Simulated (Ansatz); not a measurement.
# Vanadium, bcc: convergence with Gaussian smearing

Computed with Ansatz, PBE, scalar-relativistic PAW, on the relaxed cell (a = 2.998 Å; spin not included). Errors count from a run at 420 eV on a Γ-centred 24×24×24 mesh with Fermi-Dirac smearing of 0.1 eV, extrapolated to zero width. Fixed here: cutoff 420 eV, mesh 15×15×15. The SCF starts from atomic densities corrected by a trained network.

```json
{"width (eV)": "0.01", "E(σ→0) error (meV/atom)": "-2.3", "F error (meV/atom)": "-2.3", "P (GPa)": "-0.60", "SCF iterations": "6"}
{"width (eV)": "0.03", "E(σ→0) error (meV/atom)": "-2.3", "F error (meV/atom)": "-2.7", "P (GPa)": "-0.62", "SCF iterations": "6"}
{"width (eV)": "0.1", "E(σ→0) error (meV/atom)": "-2.1", "F error (meV/atom)": "-5.6", "P (GPa)": "-0.50", "SCF iterations": "6"}
{"width (eV)": "0.2", "E(σ→0) error (meV/atom)": "-0.7", "F error (meV/atom)": "-17.6", "P (GPa)": "-0.19", "SCF iterations": "6"}
{"width (eV)": "0.3", "E(σ→0) error (meV/atom)": "-0.6", "F error (meV/atom)": "-38.9", "P (GPa)": "0.16", "SCF iterations": "6"}
{"width (eV)": "0.6", "E(σ→0) error (meV/atom)": "-12.2", "F error (meV/atom)": "-145.6", "P (GPa)": "1.48", "SCF iterations": "6"}
```

Question: What does the run at 1.0 give (width)?

Answer: E(σ→0) error (meV/atom): -34.4; F error (meV/atom): -367.0; P (GPa): 4.26; SCF iterations: 6.
